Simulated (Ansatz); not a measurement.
Yb, fcc: how the functional moves the structure

All rows: Ansatz, plane waves with scalar-relativistic PAW, 420 eV (500 eV for the SCAN forms), relaxed under each functional, no dispersion correction, no zero-point motion. B₀ comes from uniform scaling at fixed shape; a dash is a value not given.

The measured cell (COD entry 9010997) has a = 5.486 Å, 41.28 Å³/atom.

| functional | V (Å³/atom) | cell | B₀ (GPa) | magnetic state |
| --- | --- | --- | --- | --- |
| PBE | 35.62 | a = 5.223 Å | 20 | non-magnetic |
| r²SCAN | 35.18 | a = 5.202 Å | 21 | non-magnetic |
| PBEsol | 32.57 | a = 5.069 Å | 21 | non-magnetic |
| LDA | 29.62 | a = 4.912 Å | 24 | non-magnetic |
| revPBE | 37.87 | a = 5.331 Å | 18 | non-magnetic |
| RPBE | 38.67 | a = 5.368 Å | 17 | non-magnetic |
| BLYP | 37.25 | a = 5.301 Å | 17 | non-magnetic |

LDA gives the smallest volume and RPBE the largest.

Semilocal functionals delocalise ytterbium's f shell and shrink the cell.
